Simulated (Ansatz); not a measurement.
What a trial cell of Bi2H3 relaxes into

All numbers below come from DFT PBE, scalar-relativistic, plane waves, PAW in Ansatz 0.2.0. Cutoff 420 eV, Γ-centred k mesh, Gaussian smearing, no spin polarisation in the final step.

Bi2H3 was placed on the A-type sesquioxide structure type (P-3m1, No. 164), with Bi in place of La, H in place of O, at a guessed volume.

```
CELL_PARAMETERS angstrom
3.86781 0.00000 0.00000
-1.93391 3.34963 0.00000
0.00000 0.00000 6.01769
ATOMIC_POSITIONS crystal
Bi 0.33333 0.66667 0.24500
Bi 0.66667 0.33333 0.75500
H 0.00000 0.00000 0.00000
H 0.33333 0.66667 0.64500
H 0.66667 0.33333 0.35500
```

Cell and atoms relax at zero pressure; the relaxation can't lower the symmetry of the start. After a coarse first stage the cell is made exact in the group found at 0.06 Å.

Energies over the elements count from the elements' standard structures at the same level (H₂ as a molecule), with no empirical corrections.

Question: What does it relax into?

Answer: It keeps P-3m1 (No. 164). The result has the A-type sesquioxide structure. Conventional cell: a = 3.797 Å, c = 6.101 Å. Bi has 3 H at 2.32 Å and 4 H at 2.58–2.59 Å; H on Wyckoff site a (1 atom of the primitive cell) has 6 Bi at 2.59 Å and 6 H at 3.06 Å; around H on Wyckoff site d (2 atoms of the primitive cell) lie 3 Bi at 2.32 Å, 1 Bi at 2.58 Å, 3 H at 2.85 Å and 3 H at 3.06 Å.

```xyz
5
Lattice="3.7974 0.0000 0.0000 -1.8987 3.2887 0.0000 0.0000 0.0000 6.1009" Properties=species:S:1:pos:R:3 pbc="T T T"
Bi    0.0000    2.1924    1.3752
Bi    1.8987    1.0962    4.7257
H     0.0000    0.0000    0.0000
H     0.0000    2.1924    3.9592
H     1.8987    1.0962    2.1417
```

Question: What are its volume, energy, density and gap?

Answer: The volume per atom is 15.24 Å³ and the density is 9.18 g/cm³. The energy over the elements is 0.66 eV/atom and the gap on the 12×12×6 mesh is 0 eV (a metal).

The final run used a 12×12×6 mesh on its 5-atom cell and 0.10 eV smearing. The k mesh leaves about 4 meV/atom of noise in metals. Spin–orbit coupling is left out. A structure relaxed within its symmetry needn't be a true minimum.

Cost: 3 runs of about 1.1 core-minutes in all, on Intel Xeon Platinum 8488C (Sapphire Rapids) (shared hosts).